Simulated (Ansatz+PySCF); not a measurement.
Values are calculated unless marked as measured or tabulated.
## Several solutions for doublet CH

```yaml
atoms:
  - { symbol: C, position_ang: [0.0000, 0.0000, -0.1485] }
  - { symbol: H, position_ang: [0.0000, 0.0000, 0.8913] }
```

Basis set: def2-SVP (spherical functions). Charge 0, multiplicity 2.

UHF was run from several starts with Ansatz (development build ahead of 0.2.0) and PySCF 2.14.0.

```json
{"run": "A", "program": "Ansatz", "start": "stability test followed", "converged": "yes", "energy (hartree)": "-38.23477", "<S²>": "1.13"}
{"run": "B", "program": "PySCF", "start": "guess huckel, instabilities followed", "converged": "yes", "energy (hartree)": "-38.23477", "<S²>": "1.13"}
{"run": "C", "program": "PySCF", "start": "guess 1e, instabilities followed", "converged": "yes", "energy (hartree)": "-38.23477", "<S²>": "1.13"}
{"run": "D", "program": "PySCF", "start": "guess minao, instabilities followed", "converged": "yes", "energy (hartree)": "-38.23477", "<S²>": "1.13"}
{"run": "E", "program": "PySCF", "start": "guess atom, instabilities followed", "converged": "yes", "energy (hartree)": "-38.23477", "<S²>": "1.13"}
{"run": "F", "program": "Ansatz", "start": "search for the lowest state", "converged": "yes", "energy (hartree)": "-38.23477", "<S²>": "1.13"}
{"run": "G", "program": "PySCF", "start": "program defaults", "converged": "yes", "energy (hartree)": "-38.23046", "<S²>": "0.76"}
{"run": "H", "program": "Ansatz", "start": "atomic start, no search", "converged": "yes", "energy (hartree)": "-38.23046", "<S²>": "0.76"}
```

Q: Which runs reached the lowest solution of this kind, and what is wrong with the others?

A: A, B, C, D, E, F reached the lowest solution found. Converged but too high: G by 0.12 eV, H by 0.12 eV. Convergence only shows a stationary point, and even a stable one can lie too high; stability tests and further starts are what find lower ones. Caution: the unrestricted determinant is spin contaminated. Caution: the determinant breaks the point group.
